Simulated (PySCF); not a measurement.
Isomers of C6H10, one GFN2-xTB conformer each. Single-point energies are computed at PBE0/pcSseg-1 (PySCF, gas phase, no added dispersion term), electronic only.

**Question.** Rank them by PBE0/pcSseg-1 energy, lowest first (kJ/mol).
A. `[CH2:1]=[C:2]([CH3:3])[CH:4]1[CH2:5][CH2:6]1` with C1–C2–C4–C5 36°
B. `[CH2:1]=[CH:2]/[C:3]([CH3:4])=[CH:5]/[CH3:6]` with C1–C2–C3–C4 0°
C. `[CH2:1]=[CH:2][C@@H:3]1[CH2:4][C@H:5]1[CH3:6]` with C1–C2–C3–C4 -146°
D. `[CH3:1][C@H:2]1[CH:3]=[CH:4][CH2:5][CH2:6]1` with C1–C2–C3–C4 133°, C3–C4–C5–C6 -12°, C4–C5–C6–C2 18°, C1–C2–C6–C5 -139°

**Answer.** D (0.0), B (55.3), C (85.3), A (90.3).

As drawn, the highest has a three-membered ring, which the lowest lacks. Neighbours under 10 kJ/mol apart (C=C[C@@H]1C[C@H]1C and C=C(C)C1CC1) can change places with a better method, another conformer or zero-point energy. GFN2-xTB itself gives, in the same order: 0.0, 98.1, 92.8, 89.5. Both levels put the same isomer lowest; measured from each level's own lowest isomer, the values differ by up to 42.8 kJ/mol (C=C/C(C)=C/C: 98.1 against 55.3).

**Question.** Which frontier levels, dipoles and rotational constants go with these structures?

**Answer.** 
| SMILES | HOMO (eV, PBE0/pcSseg-1) | LUMO (eV) | dipole (D) | A, B, C (MHz) |
| --- | --- | --- | --- | --- |
| C[C@H]1C=CCC1 | -6.90 | 0.69 | 0.21 | 6661, 3253, 2423 |
| C=C/C(C)=C/C | -6.39 | -0.45 | 0.74 | 7989, 2125, 1714 |
| C=C[C@@H]1C[C@H]1C | -6.79 | 0.55 | 0.67 | 8370, 2043, 1833 |
| C=C(C)C1CC1 | -6.66 | 0.54 | 0.67 | 6679, 2594, 2217 |
